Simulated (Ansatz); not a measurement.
Geometry optimisation, RKS PBE/def2-SVP (Ansatz).

Input file:

```yaml
crystal:
  periodic: [false, false, false]
  atoms:
    - { symbol: C, position_ang: [-0.32842, 0.6461, -0.58292] }
    - { symbol: C, position_ang: [0.27851, -0.20472, 0.40334] }
    - { symbol: O, position_ang: [0.03783, -1.43521, 0.42541] }
    - { symbol: H, position_ang: [-0.98306, 0.10243, -1.26205] }
    - { symbol: H, position_ang: [0.45055, 1.18388, -1.1386] }
    - { symbol: H, position_ang: [-0.87124, 1.45986, -0.08539] }
    - { symbol: H, position_ang: [0.95633, 0.24959, 1.13464] }
    - { symbol: H, position_ang: [0.4595, -2.00193, 1.10557] }
total_charge: 1
basis:
  gaussian: { orbitals: def2-SVP }
hamiltonian:
  xc: pbe
relax:
  f_tol: 0.015
  max_steps: 40
```

Run as:

```bash
$ ansatz run input.yaml --threads 1 --pin off --max-ram 2048MiB --backend cpu --events-out ev --progress --plain --runs-dir out
```

Task: Where does it end, and by what steps?

Result: The run converged. Limits of this set-up: the dipole of an ion depends on the origin. After 6 steps the energy has fallen by 0.065 eV; H8 moved furthest, 0.06 Å.

| step | energy less start (eV) | largest force component (eV/Å) | accepted |
| --- | --- | --- | --- |
| 0 | 0.0000 | 0.969 | yes |
| 1 | -0.0499 | 0.509 | yes |
| 2 | -0.0634 | 0.138 | yes |
| 3 | -0.0649 | 0.044 | yes |
| 4 | -0.0649 | 0.043 | no |
| 5 | -0.0650 | 0.029 | yes |
| 6 | -0.0651 | 0.011 | yes |

```xyz
8
Properties=species:S:1:pos:R:3
C -0.342 0.645 -0.599
C 0.271 -0.208 0.396
O 0.025 -1.458 0.415
H -1.010 0.108 -1.296
H 0.472 1.189 -1.139
H -0.875 1.472 -0.067
H 0.966 0.210 1.158
H 0.491 -1.957 1.133
```

Whether the end is a true minimum wasn't checked by a vibrational analysis.

Time of the run: 5.4 s on 1 thread of Intel(R) Xeon(R) 6975P-C (Granite Rapids), on a shared host, peak memory 0.13 GiB.
